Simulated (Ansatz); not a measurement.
Working through vertical spin-state energies of C2H5FS2, SMILES CC(F)SS

Program: the Python package of Ansatz (0.2.0).

The cells in order, each with its output:

In [1]:
```python
import ansatz
```

In [2]:
```python
params = {
    'basis_set': '6-31G*',
    'xc': 'r2SCAN',
}
```

In [3]:
```python
mol = (
    ansatz.Crystal.molecule()
    .atom('C', (-0.5629, -0.0224, 1.1332))
    .atom('C', (0.168, -0.7675, 0.0868))
    .atom('F', (1.4564, -0.435, 0.1751))
    .atom('S', (-0.3307, -0.4541, -1.6193))
    .atom('S', (0.1627, 1.4725, -1.9927))
    .atom('H', (-0.4632, 1.1171, 1.0096))
    .atom('H', (-1.6556, -0.1965, 1.0801))
    .atom('H', (-0.2154, -0.217, 2.118))
    .atom('H', (0.0882, -1.8187, 0.3341))
    .atom('H', (1.4357, 1.2705, -2.322))
)
```

In [4]:
```python
base = mol.calculation().basis(gaussian=params['basis_set']).functional(params['xc'])
found = {}
for unpaired in [0, 2]:
    report = base.spin('collinear', total=unpaired).run(threads=1).report
    s = unpaired / 2
    found[unpaired] = report['free_energy_ev']
    print(f'2S+1 = {unpaired + 1}: E = {found[unpaired]:.5f} eV, <S^2> = {abs(report["mean_field"]["state"]["spin_squared"]):.3f} (pure state {s * (s + 1):.2f})')
lowest = min(found, key=found.get)
for unpaired, e in found.items():
    print(f'multiplicity {unpaired + 1}: {23.060548 * (e - found[lowest]):.1f} kcal/mol above the lowest')
```
```text
2S+1 = 1: E = -26537.69874 eV, <S^2> = 0.000 (pure state 0.00)
2S+1 = 3: E = -26533.56578 eV, <S^2> = 2.007 (pure state 2.00)
multiplicity 1: 0.0 kcal/mol above the lowest
multiplicity 3: 95.3 kcal/mol above the lowest
```

In order: multiplicity 1 (+0.00 eV) and multiplicity 3 (+4.13 eV), all at the one geometry.

Total energies depend on the basis set; only differences at equal settings carry meaning. The geometry is a force-field or estimated start, not a minimum of this method, and the basis set is short of its limit. All parts are taken at fixed geometry, without zero-point energy. Timing: 28 s on 1 thread of Arm Neoverse V2 (shared host), peak memory 0.27 GiB.
